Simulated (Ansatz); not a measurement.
# C2H5Al (SMILES C=[CH][AlH2]): methods side by side

The species is C2H5Al (8 atoms), meant as a singlet with charge 0. As SMILES, `C=[CH][AlH2]`. The shape was relaxed beforehand at r2SCAN/def2-SVP.

Quantity: the adiabatic electron affinity (to the doublet anion, shapes relaxed at r2SCAN/def2-SVP, no zero-point term), in eV. The values are calculated.

The electron affinity is E(neutral) − E(anion): positive where the electron is bound.

```json
{"level": "HF/def2-TZVP", "kind": "Hartree–Fock", "program": "Ansatz", "value (eV)": "-0.31", "CPU time (all runs)": "6.2 s"}
{"level": "PBE/def2-TZVP", "kind": "GGA", "program": "Ansatz", "value (eV)": "0.33", "CPU time (all runs)": "6.1 s"}
{"level": "r2SCAN/def2-TZVP", "kind": "meta-GGA", "program": "Ansatz", "value (eV)": "0.37", "CPU time (all runs)": "14 s"}
{"level": "B3LYP/def2-TZVP", "kind": "global hybrid", "program": "Ansatz", "value (eV)": "0.22", "CPU time (all runs)": "7.5 s"}
{"level": "MP2/def2-TZVP", "kind": "perturbation theory", "program": "Ansatz", "value (eV)": "-0.20", "CPU time (all runs)": "4.5 s"}
```

The values span -0.31 to 0.37 eV. Spin contamination of the reference (⟨S²⟩ at least 0.1 too high) touches HF/def2-TZVP, MP2/def2-TZVP. In so small a basis fixed costs decide the times, and correlated methods can beat functionals. CPU times are rough (shared hosts, several kinds of processor and program).
